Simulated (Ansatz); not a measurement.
# P–CH–P, quartet: reading a ladder of total energies

Geometry: displaced at random from a stationary point.

```xyz
4

P     0.0629   -0.1330    1.5440
C    -0.1019    0.6118    0.0080
P    -0.0253   -0.1570   -1.5478
H     0.0578    1.6213    0.0181
```

Basis cc-pVDZ; Ansatz 0.2.0. Only valence electrons are correlated (noble-gas cores frozen), which leaves 15 electrons in 44 orbitals. Prefix R: restricted or restricted open-shell reference; prefix U: unrestricted.

Full CI isn't at hand for all of this; UCCSDT(Q) serves as the reference, and is uncertain by about the last step of the cluster series.

Unrestricted rows (U) aren't spin-pure: their determinants' ⟨S²⟩ exceeds S(S+1) by up to 0.39, so they mix in states of higher spin.

Runs differ by some tens of microhartree through their thresholds and, for an open shell, their frozen cores, so steps under 0.03 kcal/mol mean nothing.

| level | total energy (hartree) |
| --- | --- |
| UHF | -719.874425 |
| UMP2 | -720.150796 |
| UCCSD | -720.200038 |
| UCCSD(T) | -720.212796 |
| UCCSDT | -720.214944 |
| UCCSDT(Q) | -720.216093 |

Task: What is the correlation energy at UCCSDT(Q), and what share of it do UMP2 and UCCSDT recover?

Result: E(corr) = -720.216093 − (-719.874425) = -0.341668 hartree = -9.297 eV. UMP2: -0.276371 / -0.341668 = 80.89 %. UCCSDT: -0.340519 / -0.341668 = 99.66 %.

Task: By how many kcal/mol does UCCSD(T) miss UCCSDT(Q) (1 hartree = 627.509 kcal/mol), and which steps make up the rest?

Result: -720.212796 − (-720.216093) = 0.003297 hartree = 2.07 kcal/mol. Steps: UCCSDT − UCCSD(T) = -1.35, UCCSDT(Q) − UCCSDT = -0.72 kcal/mol. Differences between like states or geometries often cancel part of this.
